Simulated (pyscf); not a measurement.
This saddle point was located with ωB97X-D3(BJ)/def2-SVP in PySCF.

```xyz
9

O     -0.7525     0.7047    -0.4296
Sn     0.4889    -0.4821     0.3550
O     -0.1521     0.9839     1.8806
O      0.2257    -2.3102     1.0122
O      2.4399    -0.3873     0.3051
H      0.4595     1.6884     2.1360
H     -0.6464     1.2254     0.9143
H     -0.7070    -2.5594     1.0506
H      2.8334    -1.1978     0.6563
```
Charge 0, spin multiplicity 1.

Surface: singlet, charge 0. Lowest wavenumbers (cm⁻¹): 706i, 101, 149, 169, 184.

Q: Name the species on either side of this saddle.

A: HO–Sn(OH)(OH)–OH ⇌ O=Sn(OH)–OH + H₂O, an elimination read from left to right: H–O, O–Sn broken and H–O formed. At ωB97M-D3(BJ)/def2-TZVP it lies +44.2 kcal/mol from the left side and -17.3 kcal/mol from the right (each side as separated species at their lowest minima found). On the product side the descent ends in an adduct with a O–Sn contact, 20.8 kcal/mol under the separated species and 2.1 kcal/mol under the saddle at ωB97X-D3(BJ)/def2-TZVP. At ωB97M-D3(BJ) the saddle lies under the separated products, which points to a path from their complex (located at ωB97X-D3(BJ) alone), and parting the products costs more than the saddle. What is counted as broken (O–Sn) persists as a longer contact in the product adduct; parting that adduct is a step of its own. One saddle was located; it need not be the lowest between these sides. Elements past Kr carry the def2 core potentials, without spin-orbit coupling.
